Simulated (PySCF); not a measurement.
Breaking a bond: N2, singlet.

Levels of theory: RMP2 = MP2 on RHF/6-31G, 2 core orbitals frozen (PySCF 2.14.0); CASSCF(10,8)/6-31G (PySCF); RCCSD(T) = CCSD(T) on RHF/6-31G, 2 core orbitals frozen (PySCF).

Energies are in kJ/mol, each relative to the lowest point of its own curve near equilibrium.

```json
[
 {"R / Å": "0.87", "RMP2": "898.5", "CASSCF(10,8)": "856.1", "RCCSD(T)": "861.5"},
 {"R / Å": "0.92", "RMP2": "525.2", "CASSCF(10,8)": "488.6", "RCCSD(T)": "492.1"},
 {"R / Å": "0.97", "RMP2": "280.0", "CASSCF(10,8)": "249.6", "RCCSD(T)": "251.8"},
 {"R / Å": "1.03", "RMP2": "106.6", "CASSCF(10,8)": "84.8", "RCCSD(T)": "85.9"},
 {"R / Å": "1.05", "RMP2": "70.7", "CASSCF(10,8)": "52.2", "RCCSD(T)": "53.0"},
 {"R / Å": "1.09", "RMP2": "23.8", "CASSCF(10,8)": "12.5", "RCCSD(T)": "12.9"},
 {"R / Å": "1.13", "RMP2": "2.9", "CASSCF(10,8)": "0.0", "RCCSD(T)": "0.0"},
 {"R / Å": "1.15", "RMP2": "0.0", "CASSCF(10,8)": "1.7", "RCCSD(T)": "1.6"},
 {"R / Å": "1.19", "RMP2": "(withheld)", "CASSCF(10,8)": "17.5", "RCCSD(T)": "17.0"},
 {"R / Å": "1.26", "RMP2": "38.6", "CASSCF(10,8)": "72.9", "RCCSD(T)": "71.9"},
 {"R / Å": "1.35", "RMP2": "100.3", "CASSCF(10,8)": "171.2", "RCCSD(T)": "169.3"},
 {"R / Å": "1.48", "RMP2": "182.8", "CASSCF(10,8)": "—", "RCCSD(T)": "(withheld)"},
 {"R / Å": "1.64", "RMP2": "231.6", "CASSCF(10,8)": "—", "RCCSD(T)": "468.9"},
 {"R / Å": "1.79", "RMP2": "(withheld)", "CASSCF(10,8)": "—", "RCCSD(T)": "530.5"},
 {"R / Å": "1.96", "RMP2": "112.3", "CASSCF(10,8)": "—", "RCCSD(T)": "(withheld)"},
 {"R / Å": "2.19", "RMP2": "(withheld)", "CASSCF(10,8)": "—", "RCCSD(T)": "(withheld)"},
 {"R / Å": "2.41", "RMP2": "-493.4", "CASSCF(10,8)": "—", "RCCSD(T)": "-274.3"},
 {"R / Å": "2.68", "RMP2": "-1050.3", "CASSCF(10,8)": "—", "RCCSD(T)": "—"},
 {"R / Å": "2.92", "RMP2": "-1637.5", "CASSCF(10,8)": "—", "RCCSD(T)": "—"},
 {"R / Å": "3.23", "RMP2": "-2494.8", "CASSCF(10,8)": "—", "RCCSD(T)": "—"},
 {"R / Å": "3.77", "RMP2": "-4152.9", "CASSCF(10,8)": "—", "RCCSD(T)": "—"},
 {"R / Å": "4.39", "RMP2": "-6134.5", "CASSCF(10,8)": "—", "RCCSD(T)": "—"}
]
```

Question: Fill in the missing entries.

Answer: 
- 1.19, RMP2: 5.4
- 1.48, RCCSD(T): 319.2
- 1.79, RMP2: 211.3
- 1.96, RCCSD(T): 414.2
- 2.19, RMP2: -140.1
- 2.19, RCCSD(T): 13.5

A dash means that the run gave no value there, or that the column was ended at a point which the program doubted or which failed a test of continuity chosen for this set; such a test can also cut sound points.

The restricted form behind RMP2 keeps the bonding electrons paired and can't separate into open-shell fragments. The T1 diagnostic of CCSD on the restricted reference of RMP2, RCCSD(T) exceeds 0.045 at 2.19 to 2.41 Å.
